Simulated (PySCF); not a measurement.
# How the numerical set-up moves the result for PH⁻

The method stays; parts of the set-up, such as the basis or the Hamiltonian, are changed.

Computed with PySCF 2.14.0. Level: each script names its method and basis.

1 further run of the same task is left out (it didn't finish).

### 1 Where the work starts

PH⁻: 2 atoms, charge -1, spin multiplicity 2.

Bond lengths: P1–H2 1.337 Å.

### 2 The run that the others are compared with

input.py reads:

```python
from pyscf import gto, scf

mol = gto.M(
    atom='P 0 0 0; H 0 0 1.337',
    basis='6-31g',
    charge=-1,
    spin=1,
    verbose=4,
)
mf = scf.ROHF(mol)
mf = mf.density_fit(auxbasis='def2-universal-jkfit')
mf.kernel()
mf.dip_moment()
print('orbital energies (hartree):', mf.mo_energy[..., max(0, mol.nelec[1]-3):mol.nelec[0]+3].round(4))
```

The run is started by

```console
$ OMP_NUM_THREADS=1 python input.py
```

Its log is not repeated here.

It gives: E(SCF) = -341.216580 Eh, 7 cycles.

The bond length is a typed value, not an optimised one. The dipole of an ion depends on the origin.

### 3 Jorge-tzp-dkh (X2C on)

Run 1 changes basis set: 6-31g → jorge-tzp-dkh; spin-free X2C: off → on.

input.py reads:

```python
from pyscf import gto, scf

mol = gto.M(
    atom='P 0 0 0; H 0 0 1.337',
    basis='jorge-tzp-dkh',
    charge=-1,
    spin=1,
    verbose=4,
)
mf = scf.ROHF(mol)
mf = mf.sfx2c1e()
mf = mf.density_fit(auxbasis='def2-universal-jkfit')
mf.kernel()
mf.dip_moment()
print('orbital energies (hartree):', mf.mo_energy[..., max(0, mol.nelec[1]-3):mol.nelec[0]+3].round(4))
```

The run is started by

```console
$ OMP_NUM_THREADS=1 python input.py
```

### 4 6-311++g**

Run 2 changes basis set: 6-31g → 6-311++g**.

Edit input.py of step 2 so:

```diff
@@ -4,3 +4,3 @@
     atom='P 0 0 0; H 0 0 1.337',
-    basis='6-31g',
+    basis='6-311++g**',
     charge=-1,
```

### 5 Density fitting none

Run 3 changes density fitting: def2-universal-jkfit → none.

Edit input.py of step 2 so:

```diff
@@ -10,3 +10,2 @@
 mf = scf.ROHF(mol)
-mf = mf.density_fit(auxbasis='def2-universal-jkfit')
 mf.kernel()
```

### 6 Minao

Run 4 changes basis set: 6-31g → minao.

Edit input.py of step 2 so:

```diff
@@ -4,3 +4,3 @@
     atom='P 0 0 0; H 0 0 1.337',
-    basis='6-31g',
+    basis='minao',
     charge=-1,
```

Before running it: what results should come out? Wanted: for each run, E(SCF); from base.

As calculated:

| run | E(SCF) (hartree) | from base (eV) | cycles | functions |
| --- | --- | --- | --- | --- |
| base | -341.216580 | 0 | 7 | 15 |
| jorge-tzp-dkh (X2C on) | -342.083248 | not comparable | 8 | 54 |
| 6-311++g** | -341.274467 | -1.5752 | 9 | 37 |
| density fitting none | -341.216559 | +0.0006 | 7 | 15 |
| minao | -341.192418 | +0.6575 | 6 | 10 |

In words: Of the runs whose energies can be compared, “6-311++g**” moves the SCF energy most (-1.575 eV). 6-311++g** (37 functions) gives an energy 1.58 eV lower than 6-31g (15). minao (10 functions) gives an energy 0.66 eV higher than 6-31g (15).
